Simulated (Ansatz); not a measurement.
For fluorite SrCl₂, rVV10 (Ansatz, a program for electronic structure, PAW) gives:

| Quantity | Value |
|---|---|
| lattice constant a | 6.984 Å |
| formation enthalpy | -2.756 eV/atom |

**Question.** What does r²SCAN (plane waves, PAW; Ansatz) give for the same quantities?

**Answer.** 
- lattice constant a: 6.994 Å (grows by 0.1 %)
- formation enthalpy: -2.855 eV/atom (moves by -0.099 eV/atom)

For comparison: lattice constant a 6.974 Å (measured, room temperature, not corrected to a static lattice; as tabulated in Kanchana et al., Calculated structural, elastic and electronic properties of …); formation enthalpy -2.864 eV/atom (measured, 298 K, copied from a table, unchecked, not corrected to a static lattice; as tabulated in NASA TM-4513).

Changes are worked out from the printed values.

Unless a cell is named, each level is at its own relaxed cell (rVV10 28.39, r²SCAN 28.51 Å³/atom).

Ansatz's density-functional and Hartree–Fock values are scalar-relativistic unless marked +SOC, with PAW data made under PBE.
